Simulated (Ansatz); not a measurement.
# C₄H₆O₂: up Jacob's ladder to CCSD(T)

Aim: compute C₄H₆O₂ with functionals from several rungs and with coupled cluster, and see how far each lands from CCSD(T) at the basis-set limit for the atomisation energy.

The runs use Ansatz 0.2.0, Gaussian basis; functionals in def2-TZVPP, the program's frozen cores in correlated methods.

Levels to be run: LDA (SPW92), PBE-D4, revPBE-D4, BLYP-D4, r2SCAN-D4, B97M-V, PBE0-D4, B3LYP-D4, r2SCANh-D4, r2SCAN0-D4, HSE06-D4, BHLYP-D4, CAM-B3LYP-D4, LC-ωPBE, ωB97X-V, ωB97M-V, B2PLYP, PBE-QIDH; CCSD(T)/def2-SVP; CCSD(T)/def2-TZVPP; MP2/def2-QZVPP; extrapolation to the limit; RPA on PBE.

## Step 1: Structure used throughout

The geometry comes from an earlier relaxation with PBE0-D4 in a triple-zeta def2 set; it is a stationary point, not always the lowest conformer.

SMILES `C=CCOC=O`, 12 atoms, charge 0, spin multiplicity 1.

Atoms are counted from 1 here; the program's logs count them from 0.

Bond lengths: C1–C2 1.324 Å, C1–H7 1.084 Å, C1–H8 1.086 Å, C2–C3 1.485 Å, C2–H9 1.087 Å, C3–O4 1.439 Å, C3–H10 1.095 Å, C3–H11 1.092 Å, O4–C5 1.330 Å, C5–O6 1.196 Å, C5–H12 1.100 Å. Angles: C2–C1–H7 121.5°, C2–C1–H8 121.4°, H7–C1–H8 117.0°, C1–C2–C3 123.6°, C1–C2–H9 120.4°, C3–C2–H9 116.0°, C2–C3–O4 108.1°, C2–C3–H10 111.6°, C2–C3–H11 111.8°, O4–C3–H10 108.2°, O4–C3–H11 109.4°, H10–C3–H11 107.7°, C3–O4–C5 115.4°, O4–C5–O6 125.9°, O4–C5–H12 109.2°, O6–C5–H12 124.9°.

## Step 2: LDA

This LDA is Slater exchange with PW92 correlation.

The input, in.yaml:

```yaml
crystal:
  periodic: [false, false, false]
  atoms:
    - {symbol: C, position_ang: [-0.503947, -2.051667, 0.849737]}
    - {symbol: C, position_ang: [0.282355, -1.227495, 0.175079]}
    - {symbol: C, position_ang: [-0.168945, 0.079653, -0.365945]}
    - {symbol: O, position_ang: [0.737423, 1.093384, 0.103315]}
    - {symbol: C, position_ang: [0.520292, 2.315864, -0.372302]}
    - {symbol: O, position_ang: [-0.346742, 2.627678, -1.135034]}
    - {symbol: H, position_ang: [-0.150961, -3.016140, 1.195052]}
    - {symbol: H, position_ang: [-1.533710, -1.793237, 1.076226]}
    - {symbol: H, position_ang: [1.313295, -1.500851, -0.035268]}
    - {symbol: H, position_ang: [-0.155279, 0.088298, -1.460370]}
    - {symbol: H, position_ang: [-1.183807, 0.323558, -0.043727]}
    - {symbol: H, position_ang: [1.267127, 3.005955, 0.047137]}
basis:
  gaussian: {orbitals: def2-TZVPP}
hamiltonian: {xc: lda}
output: {orbitals: {seedname: orbitals}}
```

Further steps of the session: PBE-D4 (GGA); revPBE-D4 (GGA); BLYP-D4 (GGA); r2SCAN-D4 (meta-GGA); B97M-V (meta-GGA); PBE0-D4 (hybrid); B3LYP-D4 (hybrid); r2SCANh-D4 (hybrid); r2SCAN0-D4 (hybrid); HSE06-D4 (hybrid); BHLYP-D4 (hybrid); CAM-B3LYP-D4 (range-separated); LC-ωPBE (range-separated); ωB97X-V (range-separated); ωB97M-V (range-separated); B2PLYP (double hybrid); PBE-QIDH (double hybrid); CCSD(T) in def2-SVP; CCSD(T) in def2-TZVPP; MP2 in def2-QZVPP; RPA on PBE orbitals.

Q: Predict the results of all the runs planned. Wanted: atomisation energy, CCSD(T)/CBS; farthest beyond LDA; mean size of error, GGA; mean size of error, meta-GGA; mean size of error, hybrid; mean size of error, range-separated; mean size of error, double hybrid; gap, smallest and largest; T1 diagnostic.

The runs gave:

| quantity | value |
| --- | --- |
| atomisation energy, CCSD(T)/CBS | 53.234 eV |
| functionals within 0.266 eV (0.5 %) | B97M-V, B3LYP-D4, r2SCANh-D4, LC-ωPBE, ωB97X-V, ωB97M-V, PBE-QIDH |
| farthest beyond LDA | BHLYP-D4 (-2.026 eV) |
| mean size of error, GGA | 0.898 eV |
| mean size of error, meta-GGA | 0.221 eV |
| mean size of error, hybrid | 0.676 eV |
| mean size of error, range-separated | 0.193 eV |
| mean size of error, double hybrid | 0.268 eV |
| gap, smallest and largest | 5.21 eV (LDA (SPW92)), 12.86 eV (LC-ωPBE) |
| T1 diagnostic | 0.0145 |
| triples share of the correlation energy | 4.2 % |

What this shows: The LDA atomisation energy is off by 8.904 eV (17 %): it overbinds. PBE-D4 is off by +1.932 eV. Double hybrids carry the basis error of their MP2 part in triple zeta, and no dispersion term here, so their miss is partly the set-up's. The rungs range-separated, meta-GGA miss on average by less than the doubt on the reference (0.266 eV), so they tie. The reference freezes the cores and leaves out relativity and excitations past (T), so misses under about 0.266 eV can't be ranked. Hartree-Fock recovers 71 % of the binding; the rest is correlation. CCSD(T) in def2-SVP is off by -2.218 eV, more than most functionals: a good method in a small basis is no reference. The gap grows from 5.2 to 12.9 eV across the functionals, mostly with the share of exact exchange.
